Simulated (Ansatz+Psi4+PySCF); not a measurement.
```xyz
2

Na    0.0000    0.0000   -1.7420
Cl    0.0000    0.0000    1.1272
```

Basis set: cc-pCVTZ on Na; cc-pV(T+d)Z on Cl (spherical functions). Left uncorrelated: 6 orbitals. Charge 0, multiplicity 1.

Computed with Ansatz (development build ahead of 0.2.0) and Psi4 1.11; each method stands on the lowest determinant of its kind that the runs found. Restricted open shells among the atoms or ions are ROHF, correlated in semicanonical orbitals with singles.

Q: Give the vertical ionization energy (product with multiplicity 2 at the same shape, open shells in the same class of orbitals) of singlet NaCl by RHF-CCSD(T), RHF-CCSD, RHF-MP2, RHF.

A:

```json
{"method": "RHF-CCSD(T)", "ionization energy": "8.32 eV"}
{"method": "RHF-CCSD", "ionization energy": "8.25 eV"}
{"method": "RHF-MP2", "ionization energy": "8.42 eV"}
{"method": "RHF", "ionization energy": "7.42 eV"}
```

Caution: stretched shape with no unrestricted run beside it, a lower state can exist.
